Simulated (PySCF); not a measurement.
acetone cation (C3H6O), SMILES O=C(C)C (connectivity only; charge and spin as stated), charge +1, multiplicity 2.

Geometry optimised at r2SCAN-D4/def2-SVP. The spin state was assumed, not searched.

Computed with PBE/def2-TZVP (PySCF).

Gas-phase values at a fixed geometry.

Computed frontier levels, dipole moment and polarisability:
* **α spin, highest occupied and lowest empty level**: -14.79 and -9.07 eV
* **β spin, highest occupied and lowest empty level**: -15.74 and -13.06 eV
* **dipole moment about the centre of nuclear charge**: 0.453 e·Å
* **mean static polarisability**: 38.1 bohr³ (5.64 Å³)
* **polarisability, principal values**: 28.5, 41.6, 44.2 bohr³
* **⟨S²⟩**: 0.753 (pure state 0.75)
